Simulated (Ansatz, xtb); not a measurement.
**Redistribution: 2 C2H3Cl3 → C2H4Cl2 + C2H2Cl4**

Species: C2H3Cl3 `ClCC(Cl)Cl`, singlet; C2H4Cl2 (1,1-dichloroethane) `CC(Cl)Cl`, singlet; C2H2Cl4 `ClC(Cl)C(Cl)Cl`, singlet. The partners trade Cl for H; both sit on C, so the bond types are kept.

Shapes, held fixed at every level: PBE0-D4/def2-TZVP. Flexible molecules stand in one conformer, not always the lowest. Programs: Ansatz 0.2.0, xtb 6.7.1. The zero-point and thermal change to 298 K, harmonic and unscaled (PBE0-D4/def2-TZVP), is -2.4 kJ/mol.

**The experiment to reproduce.** Tabulated heats of formation (Active Thermochemical Tables, CRC Handbook of Chemistry and Physics): C2H3Cl3 -151.3 (CRC); C2H4Cl2 -127.4 (ATcT); C2H2Cl4 -149.2 (CRC) kJ/mol, which give ΔH(298 K) = +26.0 kJ/mol.

```csv
level,kind,ΔH (kJ/mol),computed − measured,CPU time (all species)
GFN2-xTB,semi-empirical,-8.8,-34.8,0.16 s
PBE0-D4/def2-TZVPP,global hybrid,+8.6,-17.4,45 s
r2SCAN0-D4/def2-TZVPP,global hybrid,+9.1,-16.9,71 s
wB97M-V/def2-TZVPP,range-separated hybrid,+7.6,-18.4,2.4 min
MP2/def2-TZVPP,perturbation theory,+5.5,-20.5,–
CCSD/def2-SVP,coupled cluster or CI,+6.5,-19.5,–
CCSD(T)/def2-TZVPP,coupled cluster or CI,+9.1,-16.9,16 min
CCSD(T)/CBS estimate,coupled cluster or CI,+7.2,-18.8,20 min
```

Nearest: r2SCAN0-D4/def2-TZVPP (-16.9); farthest: GFN2-xTB (-34.8). 0 of 8 levels lie within 10 kJ/mol. The heats of C2H3Cl3, C2H2Cl4 come from older tables and can be uncertain by 10 kJ/mol or more. The wrong sign comes from GFN2-xTB. The CCSD(T) estimate misses by more than it usually does, so one of the tabulated heats may be at fault. The CBS estimate extrapolates MP2 from def2-TZVPP and def2-QZVPP and adds CCSD(T) − MP2 in the triple-zeta set, cores frozen. Times are processor times on shared x86 and Arm servers, and rough.
